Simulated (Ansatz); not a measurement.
A made-up structure of CH2ClSi, doublet:

```
5
angstrom
Si 0.5636 -0.5547 0.6406
C -0.2575 0.5022 -0.3728
Cl 1.0346 -2.3885 1.6164
H -1.0904 0.2210 -0.9651
H 0.0640 1.5105 -0.4333
```

It is relaxed with PBE-D4/def2-SVP and then PBE0-D4/def2-TZVP (Ansatz 0.2.0). Atoms count as bonded within 1.22 times the sum of their covalent radii (H–H: 0.88 Å). The end point is not checked to be a true minimum.

Problem. Does its bonding change? (A judgement: the text doesn't fix the answer.)

Solution. The calculation gives: No: no bond forms or breaks.

Where it ends: The first stage lowers the energy by 0.79 eV in 16 steps. It ends as CH₂ClSi ([CH2][Si][Cl]):
```
5
angstrom
Si 0.8357 -0.1567 1.1430
C -0.1231 0.3949 -0.3113
Cl 0.6353 -2.2317 1.0141
H -1.0156 -0.1231 -0.6610
H -0.0180 1.4071 -0.6991
```

Labels in which every atom is bracketed show which atoms are joined, not bond orders.

For scale, one of the runs: PBE0-D4/def2-TZVP relaxation, 117 basis functions, launched by `ansatz run in.yaml --threads 2 --pin off --events-out ev --progress --plain --max-ram 4352MiB`. Hardware: 2 CPU threads of an AMD EPYC 7B13, shared host. Wall time about 21 s.
